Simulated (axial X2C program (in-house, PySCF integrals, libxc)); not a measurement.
## PF: cheaper levels and CCSD(T), 2c

Computed with an in-house all-electron X2C program for linear molecules (integrals from PySCF). Two-component (2c) means X2C with spin–orbit coupling and atomic mean-field two-electron Coulomb and Gaunt terms. Basis: P dyall-v3z [8s7p2d1f], F dyall-av3z [7s6p3d2f] (cores contracted in-house); Gaussian nuclei, density fitting, unrestricted open shells. Masses: P 30.974 u, F 18.998 u.

State: Ω = 1 (⟨Sz⟩ = 1.00, ⟨Lz⟩ = 0.00 at HF); fragments P + F.

```tsv
level	Re (Å)	ωe (cm⁻¹)	De (eV)
PBE0	1.606	844.4	4.64
HF	1.580	900.1	2.73
MP2	1.614	829.7	4.63
CCSD	1.607	845.5	4.28
PBE	1.631	794.2	5.00
```

Correlated methods: 12 electrons correlated (number of frozen shells: P 2 s, 1 p; F 1 s), 166 virtual spin orbitals or spinors in MP2, 90 natural virtuals in coupled cluster.

CCSD(T), same Hamiltonian and basis:

Re = 1.614 Å, ωe = 829.2 cm⁻¹, De = 4.40 eV; T1 = 0.019 (Lee–Taylor normalisation).

(1) Give the differences from CCSD(T) in the columns below.

The state is one determinant whose occupation by symmetry is held fixed; it was picked as the lowest of a PBE0 search that is not exhaustive. De is counted from the lowest determinant-based energies of the atoms at the same level, without counterpoise correction. Density functionals use the spin component along the axis (collinear). Coupled cluster ran in a truncated set of natural virtual spinors; the MP2 energy of the rest was added. (T) has no such correction and the atoms are truncated less, which lowers De at CCSD(T) by a hundredth of an eV or more. In 2c an atomic determinant is not the ground J level, so De misses part of the atomic spin–orbit lowering. This holds for PBE0, PBE. The functionals have no current-density term, which raises determinants with orbital currents, atoms included. With several unpaired electrons one determinant need not be a pure state. Open-shell Ω = 0 determinants with evenly filled partner blocks cannot be reached by this program, so the Ω shown need not be the lowest component. This is the Ω = 1 component of a π² triplet; the 0⁺ component is not one determinant and can lie lowest.

## Answers

(1) 

| level | ΔRe (Å) | Δωe (cm⁻¹) | ΔDe (eV) |
| --- | --- | --- | --- |
| PBE0 | -0.008 | 15 | 0.24 |
| HF | -0.034 | 71 | -1.67 |
| MP2 | 0.000 | 0 | 0.23 |
| CCSD | -0.007 | 16 | -0.12 |
| PBE | 0.017 | -35 | 0.60 |
